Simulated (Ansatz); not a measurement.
# BCl (SMILES [B]Cl): levels of theory compared

We compute a comparison of 6 runs (HSE06/STO-3G, SVWN5/STO-3G, UPBE/STO-3G, r2SCAN0/STO-3G, UMP2/STO-3G, UCCSD(T)/STO-3G) of BCl. 

The calculation is run with Ansatz 0.2.0.

40 further runs of the same task are left out: 1 that didn't finish, 39 set aside as unsound or not needed.

**1. Starting point**

The species is BCl (2 atoms), meant as a singlet with charge 0. SMILES: `[B]Cl`. The Cl2–B1 distance was set to 2.147 Å, away from the relaxed value.

Bond lengths: B1–Cl2 2.147 Å.

**2. The energy at HSE06/STO-3G (run 1)**

Contents of molecule.yaml:

```yaml
crystal:
  periodic: [false, false, false]
  atoms:
    - symbol: B
      position_ang: [-0.000000, -0.000000, -0.499110]
    - symbol: Cl
      position_ang: [0.000000, 0.000000, 1.648190]
basis:
  gaussian: {orbitals: STO-3G}
accuracy: high
hamiltonian: {xc: {name: HSE06}}
```

Started as:

```bash
$ ansatz run molecule.yaml --threads 1 --pin off --max-ram 3480MiB --events-out events.jsonl --progress --plain --runs-dir runs
```

Output:

```text
Warning: RAYON_NUM_THREADS=1 ignored (pool sized by the plan → 1); use --threads N
Functional definition: HSE06
  name "HSE06"
  parameter a = 0.25
  parameter omega = 0.11/bohr
  exchange = pbe_x - a*pbe_x_sr(omega) + a*exact_x_sr(omega)
  correlation = pbe_c
221 factors; integrals over basis functions are off by at most 3.2e-8 eV
48 factors; integrals over basis functions are off by at most 7.6e-10 eV
mean field evaluation 1: about -13043.6268 eV, gradient 1.4e1 eV
mean field evaluation 2: about -12998.8287 eV, gradient 1.3e2 eV
mean field evaluation 4: about -13045.3256 eV, gradient 3.2e-1 eV
mean field evaluation 8: about -13045.3187 eV, gradient 4.6e-2 eV
mean field evaluation 16: about -13045.3187 eV, gradient 2.4e-9 eV
mean field -13045.31873301 eV, -479.4066210036 hartree, gradient 1.0e-8 eV, S^2 0.000000; 0 other end points of the search recorded, 0 dependent functions left out
reference -13045.31873444 eV, -479.4066210560 hartree; 11, 11 occupied and 3, 3 virtual orbitals, 221 factors
Total energy: -13045.31873444 eV, -479.4066210560 hartree
```

It took 0.44 s on 1 thread of Intel Xeon Platinum 8488C (Sapphire Rapids), shared host.

**3. The energy at SVWN5/STO-3G (run 2)**

molecule.yaml, as its differences from that of step 2:

```diff
@@ -8,4 +8,6 @@
 basis:
-  gaussian: {orbitals: STO-3G}
+  gaussian:
+    orbitals: STO-3G
+hamiltonian:
+  xc: {name: SVWN5}
 accuracy: high
-hamiltonian: {xc: {name: HSE06}}
```

Started as:

```bash
$ ansatz run molecule.yaml --threads 1 --pin off --max-ram 3480MiB --events-out events.jsonl --progress --plain --runs-dir runs
```

Output:

```text
Warning: RAYON_NUM_THREADS=1 ignored (pool sized by the plan → 1); use --threads N
Functional definition: SVWN5
  name "SVWN5"
  exchange = slater_x
  correlation = vwn5_c
221 factors; integrals over basis functions are off by at most 3.2e-8 eV
mean field evaluation 1: about -12999.0903 eV, gradient 1.4e1 eV
mean field evaluation 2: about -12890.6740 eV, gradient 1.7e2 eV
mean field evaluation 4: about -13000.6866 eV, gradient 2.5e0 eV
mean field evaluation 8: about -13000.7021 eV, gradient 1.6e-1 eV
mean field evaluation 16: about -13000.7022 eV, gradient 5.9e-8 eV
mean field -13000.70220528 eV, -477.7669938516 hartree, gradient 7.5e-8 eV, S^2 0.000000; 0 other end points of the search recorded, 0 dependent functions left out
reference -13000.70220667 eV, -477.7669939027 hartree; 11, 11 occupied and 3, 3 virtual orbitals, 221 factors
Total energy: -13000.70220667 eV, -477.7669939027 hartree
```

Run time: 0.26 s. Hardware: 1 thread of Intel Xeon Platinum 8488C (Sapphire Rapids), shared host.

Runs 3 to 5 aren't shown in full; the table further down has their settings and results.

**4. The energy at UCCSD(T)/STO-3G (run 6)**

Contents of run.yaml:

```yaml
crystal:
  periodic: [false, false, false]
  atoms:
    - {symbol: B, position_ang: [-0.000000, -0.000000, -0.499110]}
    - {symbol: Cl, position_ang: [0.000000, 0.000000, 1.648190]}
basis:
  gaussian:
    orbitals: STO-3G
magnetization:
  spin_polarized: true
  initial_magnetization: 0
correlation:
  method: ccsd_t
  frozen_orbitals: {B: 1, Cl: 5}
accuracy: high
scf:
  omitted_lower_state_checks: [cluster_reference, increment]
```

Started as:

```bash
$ ansatz run run.yaml --threads 1 --pin off --max-ram 3480MiB --events-out events.jsonl --progress --plain --runs-dir runs
```

Output:

```text
Warning: RAYON_NUM_THREADS=1 ignored (pool sized by the plan → 1); use --threads N
[... 13 lines left out ...]
6 core orbitals not correlated: weight in the atoms' cores, before any rotation towards them, 1.000 or more for the frozen orbitals, at most 0.000 for the correlated occupied ones
[... 29 lines left out ...]
Total energy: -13031.20467969 eV, -478.8879391108 hartree
Checks for a lower state left out: cluster_reference, increment
```

Wall time 0.28 s (1 thread of Intel Xeon Platinum 8488C (Sapphire Rapids), shared host).

**5. The series**

| run | level | frozen core orbitals | energy (Eh) | wall time |
| --- | --- | --- | --- | --- |
| 1 | HSE06/STO-3G | – | -479.406621 | 0.44 s |
| 2 | SVWN5/STO-3G | – | -477.766994 | 0.26 s |
| 3 | UPBE/STO-3G | – | -479.345518 | 0.54 s |
| 4 | r2SCAN0/STO-3G | – | -479.570291 | 0.83 s |
| 5 | UMP2/STO-3G | 6 | -478.852925 | 0.14 s |
| 6 | UCCSD(T)/STO-3G | 6 | -478.887939 | 0.28 s |

**6. What came out**

| quantity | value |
| --- | --- |
| run 6: total energy | -478.88794 Eh |
| run 6: correlation energy (6 core orbitals frozen) | -68.6 mEh |
| run 6: (T) correction | -2.85 mEh |
| run 6: ⟨S²⟩ of the reference determinant | 0.252 |
| run 6: T1 diagnostic | 0.073 |

In words: Totals of different functionals can't be ranked against each other. In runs 1, 2, 3, 4, 5, 6 the basis is minimal, so the values are rough. Spin contamination of the reference: run 5 ⟨S²⟩ = 0.25, run 6 ⟨S²⟩ = 0.25. All runs together took 2.5 s, the longest 0.83 s.
